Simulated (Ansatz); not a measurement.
# Al2H3Cl (SMILES [AlH2][AlH][Cl]): functionals against CCSD(T) at one geometry

Aim: energy, forces and dipole at a structure displaced at random from a GFN2-xTB minimum, from CCSD(T) and from density functionals.

Method: single points in def2-TZVPP; program: Ansatz 0.2.0, Gaussian basis.

Cores are frozen in the correlated methods.

## Step 1: Where the work starts

6 atoms, charge 0, spin multiplicity 1.

Atoms are counted from 1 here; the program's logs count them from 0.

Bond lengths: Al1–Al2 2.550 Å, Al1–H4 1.597 Å, Al1–H5 1.613 Å, Al2–Cl3 2.062 Å, Al2–H6 1.692 Å. Angles: Al2–Al1–H4 97.0°, Al2–Al1–H5 140.4°, H4–Al1–H5 121.4°, Al1–Al2–Cl3 157.1°, Al1–Al2–H6 86.1°, Cl3–Al2–H6 116.2°.

Coordinates:

```xyz
6
Al2ClH3
Al   -0.9774    0.3529   -0.8243
Al    0.8109    0.0198    0.9627
Cl    1.8928    0.4355    2.6677
H    -0.7183   -1.0106   -1.6143
H    -1.9336    1.5034   -1.4269
H     1.0086   -1.5296    0.3134
```

## Step 2: CCSD(T)/def2-TZVPP

File run/in.yaml:

```yaml
crystal:
  periodic: [false, false, false]
  atoms:
    - {symbol: Al, position_ang: [-0.977400, 0.352900, -0.824300]}
    - {symbol: Al, position_ang: [0.810900, 0.019800, 0.962700]}
    - {symbol: Cl, position_ang: [1.892800, 0.435500, 2.667700]}
    - {symbol: H, position_ang: [-0.718300, -1.010600, -1.614300]}
    - {symbol: H, position_ang: [-1.933600, 1.503400, -1.426900]}
    - {symbol: H, position_ang: [1.008600, -1.529600, 0.313400]}
basis:
  gaussian: {orbitals: def2-TZVPP}
correlation: {method: ccsd_t}
output: {forces: true}
```

The command line of these runs was not kept.

## Step 3: PBE0-D4/def2-TZVPP

run/in.yaml: that of step 2 with these lines changed.

```diff
@@ -11,3 +11,3 @@
   gaussian: {orbitals: def2-TZVPP}
-correlation: {method: ccsd_t}
-output: {forces: true}
+hamiltonian: {xc: pbe0, dispersion: d4}
+output: {forces: true, orbitals: {seedname: orbitals}}
```

## Step 4: wB97M-V/def2-TZVPP

run/in.yaml: that of step 3 with these lines changed.

```diff
@@ -11,3 +11,3 @@
   gaussian: {orbitals: def2-TZVPP}
-hamiltonian: {xc: pbe0, dispersion: d4}
-output: {forces: true, orbitals: {seedname: orbitals}}
+hamiltonian: {xc: {name: wB97M-V}}
+output: {forces: true}
```

## Step 5: r2SCAN-D4/def2-TZVPP

run/in.yaml: that of step 4 with these lines changed.

```diff
@@ -11,3 +11,3 @@
   gaussian: {orbitals: def2-TZVPP}
-hamiltonian: {xc: {name: wB97M-V}}
+hamiltonian: {xc: r2scan, dispersion: d4}
 output: {forces: true}
```

## Step 6: PBE-D4/def2-TZVPP

run/in.yaml: that of step 5 with these lines changed.

```diff
@@ -11,3 +11,3 @@
   gaussian: {orbitals: def2-TZVPP}
-hamiltonian: {xc: r2scan, dispersion: d4}
+hamiltonian: {xc: pbe, dispersion: d4}
 output: {forces: true}
```

## Step 7: BLYP-D4/def2-TZVPP

run/in.yaml: that of step 6 with these lines changed.

```diff
@@ -11,3 +11,3 @@
   gaussian: {orbitals: def2-TZVPP}
-hamiltonian: {xc: pbe, dispersion: d4}
+hamiltonian: {xc: {name: BLYP}, dispersion: d4}
 output: {forces: true}
```

## Step 8: wB97X-V/def2-TZVPP

run/in.yaml: that of step 7 with these lines changed.

```diff
@@ -11,3 +11,3 @@
   gaussian: {orbitals: def2-TZVPP}
-hamiltonian: {xc: {name: BLYP}, dispersion: d4}
+hamiltonian: {xc: {name: wB97X-V}}
 output: {forces: true}
```

(Steps that only read results are left out.)

Q: Predict the outcome of this session. Wanted: energy less free atoms, CCSD(T)/def2-TZVPP; RMS force component; RMS force error; HOMO and LUMO, PBE0-D4; T1 diagnostic.

The runs gave:

| quantity | value |
| --- | --- |
| energy less free atoms, CCSD(T)/def2-TZVPP | -325.1 kcal/mol |
| RMS force component | 0.550 to 0.608 eV/Å over the methods |
| RMS force error | PBE0-D4 0.059, wB97M-V 0.050, r2SCAN-D4 0.048, PBE-D4 0.115, BLYP-D4 0.098, wB97X-V 0.040 eV/Å |
| HOMO and LUMO, PBE0-D4 | -6.74 and -3.05 eV |
| T1 diagnostic | 0.010 |

In words: Against CCSD(T) the functionals' energies less atoms differ by -11.8 to +1.6 kcal/mol, PBE-D4 by -2.2 kcal/mol. CCSD(T) in triple zeta still lacks some correlation energy of the bonds, so part of these gaps is its own basis error and they don't rank the functionals. For forces wB97X-V does best and PBE-D4 worst. Frozen-core CCSD(T) forces in triple zeta carry basis errors of their own, and this is one geometry, so small gaps rank nothing.
